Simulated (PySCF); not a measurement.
**CN: script and output**

File input.py (PySCF 2.14):

```python
from pyscf import gto, dft

mol = gto.M(
    atom='C 0 0 0; N 0 0 1.289',
    basis='def2-svpd',
    charge=0,
    spin=1,
    symmetry=True,
    verbose=4,
)
mf = dft.UKS(mol, xc='m062x')
mf.kernel()
mf.analyze()
print('orbital energies (hartree):', [e[max(0, n-3):n+3].round(4) for e, n in zip(mf.mo_energy, mol.nelec)])
```

```bash
$ python input.py
```

The log (some set-up lines and the per-cycle HOMO/LUMO lines with their warnings removed):

```
PySCF version 2.14.0

[INPUT] verbose = 4
[INPUT] num. atoms = 2
[INPUT] num. electrons = 13
[INPUT] charge = 0
[INPUT] spin (= nelec alpha-beta = 2S) = 1
[INPUT] symmetry True subgroup None
[INPUT] Mole.unit = angstrom
[INPUT] Symbol           X                Y                Z      unit          X                Y                Z       unit  Magmom
[INPUT]  1 C      0.000000000000   0.000000000000   0.000000000000 AA    0.000000000000   0.000000000000   0.000000000000 Bohr   0.0
[INPUT]  2 N      0.000000000000   0.000000000000   1.289000000000 AA    0.000000000000   0.000000000000   2.435856974564 Bohr   0.0

nuclear repulsion = 17.2423916669046
point group symmetry = Coov
symmetry origin: [0.         0.         1.31161529]
symmetry axis x: [1. 0. 0.]
symmetry axis y: [0. 1. 0.]
symmetry axis z: [0. 0. 1.]
num. orbitals of irrep A1 = 16
num. orbitals of irrep E1x = 8
num. orbitals of irrep E1y = 8
num. orbitals of irrep E2x = 4
num. orbitals of irrep E2y = 4
number of shells = 16
number of NR pGTOs = 60
number of NR cGTOs = 40
basis = def2-svpd
ecp = {}

******** <class 'pyscf.dft.uks_symm.SymAdaptedUKS'> ********
method = SymAdaptedUKS
initial guess = minao
damping factor = 0
level_shift factor = 0
DIIS = <class 'pyscf.scf.diis.CDIIS'>
diis_start_cycle = 1
diis_space = 8
diis_damp = 0
SCF conv_tol = 1e-09
SCF conv_tol_grad = None
SCF max_cycles = 50
direct_scf = True
direct_scf_tol = 1e-13
number electrons alpha = 7  beta = 6
XC library pyscf.dft.libxc version 7.0.0
    S. Lehtola, C. Steigemann, M. J.T. Oliveira, and M. A.L. Marques.,  SoftwareX 7, 1–5 (2018)
XC functionals = m062x
    Y. Zhao and D. G. Truhlar.,  Theor. Chem. Acc. 120, 215 (2008)
    Y. Zhao and D. G. Truhlar.,  Theor. Chem. Acc. 120, 215 (2008)
radial grids:
    Treutler-Ahlrichs [JCP 102, 346 (1995); DOI:10.1063/1.469408] (M4) radial grids

becke partition: Becke, JCP 88, 2547 (1988); DOI:10.1063/1.454033
pruning grids: <function nwchem_prune>
grids dens level: 3
symmetrized grids: True
atomic radii adjust function: <function treutler_atomic_radii_adjust>
small_rho_cutoff = 0
Freeze 0 electrons in irreps []
    13 free electrons in irreps A1 E1x E1y E2x E2y
Set gradient conv threshold to 3.16228e-05
tot grids = 28024
init E= -92.4658035478343

cycle= 1 E= -92.5285629455613  delta_E= -0.0628  |g|= 0.263  |ddm|= 1.14
cycle= 2 E= -92.3521311456784  delta_E= 0.176  |g|= 0.691  |ddm|= 0.602
cycle= 3 E= -92.5715723137055  delta_E= -0.219  |g|= 0.0464  |ddm|= 0.429
cycle= 4 E= -92.5729661324645  delta_E= -0.00139  |g|= 0.0132  |ddm|= 0.064
cycle= 5 E= -92.5734795523727  delta_E= -0.000513  |g|= 0.0102  |ddm|= 0.0368
cycle= 6 E= -92.5738956946442  delta_E= -0.000416  |g|= 0.00845  |ddm|= 0.0321
cycle= 7 E= -92.5749338582207  delta_E= -0.00104  |g|= 0.0106  |ddm|= 0.161
cycle= 8 E= -92.5749614178744  delta_E= -2.76e-05  |g|= 0.00307  |ddm|= 0.0244
cycle= 9 E= -92.5749911081409  delta_E= -2.97e-05  |g|= 0.00422  |ddm|= 0.045
cycle= 10 E= -92.5750131936383  delta_E= -2.21e-05  |g|= 0.00175  |ddm|= 0.0124
cycle= 11 E= -92.5750204660497  delta_E= -7.27e-06  |g|= 0.00049  |ddm|= 0.00715
cycle= 12 E= -92.5750214711664  delta_E= -1.01e-06  |g|= 5.78e-05  |ddm|= 0.00387
cycle= 13 E= -92.5750214840269  delta_E= -1.29e-08  |g|= 4.03e-05  |ddm|= 0.00064
cycle= 14 E= -92.5750214877486  delta_E= -3.72e-09  |g|= 3.17e-06  |ddm|= 0.000247
cycle= 15 E= -92.5750214877607  delta_E= -1.22e-11  |g|= 7.31e-07  |ddm|= 1.22e-05
Extra cycle  E= -92.5750214877602  delta_E= 5.4e-13  |g|= 1.55e-06  |ddm|= 1.49e-06
converged SCF energy = -92.5750214877602  <S^2> = 0.77899055  2S+1 = 2.0287834
**** SCF Summaries ****
Total Energy =                         -92.575021487760182
Nuclear Repulsion Energy =              17.242391666904581
One-electron Energy =                 -158.497824266629522
Two-electron Energy =                   48.680411111964766
Two-electron Coulomb Energy =           60.660550974669924
DFT Exchange-Correlation Energy =      -11.980139862705158
**** MO energy ****
alpha MO #1 (A1 #1), energy= -14.8536944827446 occ= 1
alpha MO #2 (A1 #2), energy= -10.7056892654052 occ= 1
alpha MO #3 (A1 #3), energy= -1.00386186883692 occ= 1
alpha MO #4 (A1 #4), energy= -0.593632393001833 occ= 1
alpha MO #5 (A1 #5), energy= -0.470548154584257 occ= 1
alpha MO #6 (E1x #1), energy= -0.430209883140406 occ= 1
alpha MO #7 (E1y #1), energy= -0.430209883140406 occ= 1
alpha MO #8 (E1x #2), energy= -0.0048354343135838 occ= 0
alpha MO #9 (E1y #2), energy= -0.0048354343135838 occ= 0
alpha MO #10 (A1 #6), energy= 0.089191155891045 occ= 0
[30 lines left out]
beta  MO #1 (A1 #1), energy= -14.8532305686154 occ= 1
beta  MO #2 (A1 #2), energy= -10.6923202894409 occ= 1
beta  MO #3 (A1 #3), energy= -0.984521942734303 occ= 1
beta  MO #4 (A1 #4), energy= -0.508243420050343 occ= 1
beta  MO #5 (E1x #1), energy= -0.417811709253537 occ= 1
beta  MO #6 (E1y #1), energy= -0.417811709253537 occ= 1
beta  MO #7 (A1 #5), energy= -0.193338749074018 occ= 0
beta  MO #8 (E1x #2), energy= 0.0132635891975896 occ= 0
beta  MO #9 (E1y #2), energy= 0.0132635891975896 occ= 0
[31 lines left out]
 ** Mulliken pop alpha/beta on meta-lowdin orthogonal AOs **
 ** Mulliken pop       alpha | beta **
pop of  0 C 1s        0.99998 | 0.99998
pop of  0 C 2s        0.79835 | 0.50346
pop of  0 C 3s        0.00534 | 0.00136
pop of  0 C 4s        0.00009 | 0.00006
pop of  0 C 2px       0.49481 | 0.38319
pop of  0 C 2py       0.49481 | 0.38319
pop of  0 C 2pz       0.63142 | 0.14813
pop of  0 C 3px       0.00011 | 0.00000
pop of  0 C 3py       0.00011 | 0.00000
pop of  0 C 3pz       0.00629 | 0.00509
pop of  0 C 3dxy      0.00000 | 0.00000
pop of  0 C 3dyz      0.00138 | 0.00211
[28 lines left out]
In total             7.00000 | 6.00000
 ** Mulliken atomic charges   ( Nelec_alpha | Nelec_beta ) **
charge of  0C =      0.13444  (     3.43574      2.42983 )
charge of  1N =     -0.13444  (     3.56426      3.57017 )
Dipole moment(X, Y, Z, Debye):  0.00000,  0.00000, -1.68455
orbital energies (hartree): [array([-0.4705, -0.4302, -0.4302, -0.0048, -0.0048,  0.0892]), array([-0.5082, -0.4178, -0.4178, -0.1933,  0.0133,  0.0133])]
```

In short: E(SCF) = -92.575021 Eh, 15 cycles, ⟨S²⟩ = 0.779, μz(SCF) = -1.68 D.

Wall time 3.9 s on one thread of a shared host.

The bond length is a typed value, not an optimised one. No search for the lowest solution was made.
